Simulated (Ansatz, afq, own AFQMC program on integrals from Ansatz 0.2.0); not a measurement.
**BS, doublet in 6-31G, levels against full CI**

```yaml
atoms:
  - { symbol: B, position_ang: [0.0000, 0.0000, 0.0000] }
  - { symbol: S, position_ang: [0.0000, 0.0000, 4.3440] }
```

Basis 6-31G. Only valence electrons are correlated. AFQMC by an in-house program on the Cholesky factors that Ansatz 0.2.0 writes for its CCSD(T) run. ph-AFQMC/CISD is guided by a CISD state made of CCSD amplitudes; releasing the constraint for a short imaginary time cuts its bias at the price of noise, slowly where states lie close. Error bars are statistical, one sigma.

Determinant: UHF, the one that the program's search chose, which needn't be the lowest solution. The geometry is a point of a scan.

Full CI on the same integrals is exact in this basis and with this determinant's frozen core.

Cautions: unrestricted determinant spin contaminated (⟨S²⟩ 1.74 against 0.75); the released energies move by 1.5 errors or more from one time to the next, so no released level is given (meV from the phaseless value at times in 1/Eh: -4.7 ± 2.1 at 0.24, -8.3 ± 2.1 at 0.51, -8.1 ± 2.3 at 0.99, -14.2 ± 2.3 at 1.62, -104 ± 95 at 2.40); the next higher spin lies close (full CI puts it 44 meV above); CCSDT(Q) on the ROHF determinant differs (36 meV higher), perhaps since the unrestricted series falls towards higher spin; walk and cluster series may follow different spin states.

* T1 diagnostic: 0.0103
* weight of the determinant in the CISD state: 0.924
* ⟨S²⟩ of the determinant: 1.745
* size of the correlated space: 9 electrons in 16 orbitals

Reference: full CI, correlation energy -1.823 eV. The cautions show a poor starting determinant, so the rows tell how each method copes with it here, and full CI is the sure value.

| level | E − E(reference) (kcal/mol) | share of correlation (%) |
| --- | --- | --- |
| HF | 42.03 | 0.00 |
| MP2 | 16.38 | 61.04 |
| CCSD | 1.01 | 97.59 |
| CCSD(T) | 0.64 | 98.47 |
| CCSDT | 0.14 | 99.67 |
| CCSDT(Q) | 0.06 | 99.85 |
| ph-AFQMC/CISD | 0.03 ± 0.04 | 99.93 |

CCSDT and higher add their correlation energy to the determinant of the CCSD(T) run, since their own runs factorise the integrals more tightly (a shift of under 2 meV).
